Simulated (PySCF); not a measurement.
Molecule: `Cn1cccn1`, C₄H₆N₂.

Geometry:
| atom | x (Å) | y (Å) | z (Å) |
| --- | --- | --- | --- |
| C1 | 1.818 | 0.176 | 0.275 |
| N2 | 0.391 | 0.117 | 0.098 |
| C3 | -0.359 | -0.964 | -0.226 |
| C4 | -1.664 | -0.522 | -0.332 |
| C5 | -1.579 | 0.859 | -0.053 |
| N6 | -0.331 | 1.229 | 0.203 |
| H7 | 2.050 | 0.749 | 1.183 |
| H8 | 2.301 | 0.665 | -0.584 |
| H9 | 2.213 | -0.843 | 0.379 |
| H10 | 0.084 | -1.950 | -0.350 |
| H11 | -2.545 | -1.112 | -0.569 |
| H12 | -2.381 | 1.597 | -0.024 |

Geometry PBE0-D3(BJ)/def2-SVP throughout; GIAO in PySCF, gas phase, one conformer, non-relativistic; equivalent atoms averaged; basis pcSseg-2.

For orientation, wB97X-D gives these shifts δ (against TMS, NH3 at the same level): C3 138.8, C4 114.6, C1 40.9, N6 349.9, N2 227.9, H12 7.62, H10 7.32, H11 6.39, H7/H8/H9 3.73 ppm.

A run gave: C3 125.1, C4 103.6, C1 40.3, N6 326.2, N2 220.0, H12 7.44, H10 7.16, H11 6.23, H7/H8/H9 3.80 ppm (shifts δ (against TMS, NH3 at the same level)).

Q: Which functional was used in that run?
A. KT2
B. OPBE
C. PBE
D. PBE0

A: A. C4 tells them apart best: KT2 gives 103.6, PBE0 gives 113.0, PBE gives 111.9, OPBE gives 108.1 ppm.
